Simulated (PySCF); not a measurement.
Gas-phase reaction: 6 HSiNH2 ⇌ 3 NH2 + 3 N + 2 c-Si3H6

Energies from PySCF, thermal terms from the rigid-rotor harmonic-oscillator model, ideal gas at 1 bar. † marks an energy on the PBE0/def2-TZVP geometry and frequencies. MP2 and CCSD(T) freeze the core. Open shells (unrestricted): NH2 (multiplicity 2), N (multiplicity 4); the rest are closed-shell singlets. HSiNH2, c-Si3H6: computed as isolated molecules; such fragments, hydroxides, amides, oligomers or adducts are transient or little studied in the gas. MP2 isn't extrapolated to the basis-set limit; its ΔH°(298 K) is 1697.6 kJ in def2-SVP and 1833.7 kJ in def2-TZVPP. CCSD(T) isn't extrapolated to the basis-set limit; its ΔH°(298 K) is 1623.8 kJ in def2-SVP and 1727.6 kJ in def2-TZVPP. The harmonic model lacks anharmonicity and excited electronic states, which grow with temperature; levels with a mode under 35 cm⁻¹ are left out. Internal rotation in HSiNH2 is treated as a harmonic vibration of one conformer, which makes the entropy rough.

```tsv
level	ΔE electronic, kJ	ΔH°(298 K), kJ	ΔS°(298 K), J/K	ΔG°(800 K), kJ
BLYP/def2-TZVP†	2041	1942	187	1773
CCSD(T)/def2-TZVPP†	1827	1728	187	1559
HF/def2-TZVP†	963	864	187	695
MP2/def2-TZVPP†	1933	1834	187	1665
ωB97X-V/def2-TZVP†	1879	1780	187	1611
```
ΔH° is lowest at HF/def2-TZVP† and highest at BLYP/def2-TZVP†. No reference value is set beside these.
